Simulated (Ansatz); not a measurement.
Harmonic frequencies (cm⁻¹) at PBE0-D4/def2-TZVP from Ansatz: 239, 270, 338, 420, 497, 551, 617, 730, 798, 944, 1113, 1183, 1250, 1325, 1406, 1638, 1820, 3271, 3537, 3643, 3804.

Each molecule was computed in one conformer, which needn't be the lowest.

Task: Which molecule is it?
A. `N/C(O)=C\F`
B. `N=C(F)CO`
C. `FC1NCO1`
D. `OC/N=C\F`

Result: A.
